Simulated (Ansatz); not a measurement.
Write a Python script for the Ansatz DFT code, driven from Python that makes a geometry optimisation of HN. Settings: MP2, cc-pVDZ basis, multiplicity 3.

Input file `hn.xyz`:
```text
2

H     0.00000    0.00000    0.00000
N     0.00000    0.00000    0.97500
```

`opt_hn.py`:
```python
"""Relax the HN molecule."""

import logging
import sys
import warnings

import ansatz as az
import numpy as np

logging.basicConfig(stream=sys.stdout, format="%(name)s: %(message)s")
log = logging.getLogger("calc")
log.setLevel(logging.INFO)


def main() -> None:
    warnings.simplefilter("ignore", az.DeckWarning)

    molecule = az.Crystal.molecule_from_extxyz("hn.xyz")

    job = molecule.calculation().basis(gaussian="cc-pVDZ").correlation("MP2").spin("collinear", total=2)
    symbols = [site.symbol for site in molecule.cartesian_sites]
    start = np.array([site.position_ang for site in molecule.cartesian_sites], dtype=float)
    r = job.relax(force_tolerance=0.01).run(threads=1).report
    end = np.array(r["positions_ang"])

    for key in ("converged", "free_energy_ev", "reference_energy_ev", "n_frozen", "n_occupied", "n_virtual"):
        log.info(f"{key:22s} {r[key]}")

    log.info("bond        before    after (A)")
    for i, j in [(0, 1)]:
        d0, d1 = (np.linalg.norm(xyz[i] - xyz[j]) for xyz in (start, end))
        print(f"{symbols[i]}{i}-{symbols[j]}{j}".ljust(10), f"{d0:8.4f} {d1:8.4f}")
    with open("hn_opt.xyz", "w") as handle:
        handle.write(f"{len(symbols)}\nrelaxed HN\n")
        handle.writelines(f"{s:2s} {x:11.6f} {y:11.6f} {z:11.6f}\n" for s, (x, y, z) in zip(symbols, end))


if __name__ == "__main__":
    main()
```

`python opt_hn.py` gives:
```text
calc: converged              True
calc: free_energy_ev         -1498.540037184696
calc: reference_energy_ev    -1495.7116243585183
calc: n_frozen               1
calc: n_occupied             [4, 2]
calc: n_virtual              [14, 16]
calc: bond        before    after (A)
H0-N1        0.9750   1.0460
```

`hn_opt.xyz`, as written:
```text
2
relaxed HN
H    -0.000000   -0.000000   -0.035523
N     0.000000    0.000000    1.010523
```

Notes:
- Total energies depend on the basis set; only differences at equal settings carry meaning.
- The end point is the stationary point reached from this start; no frequency run checks that it is a minimum, and the basis set is modest.
- The species is open-shell (spin multiplicity 3).
- The spin state was assumed, and another may lie lower.
- Wall time of the script: 0.8 s on 1 thread of Arm Neoverse V2 (shared host), peak memory 0.15 GiB.

(Lines on the test bed's own set-up are left out of the output.)
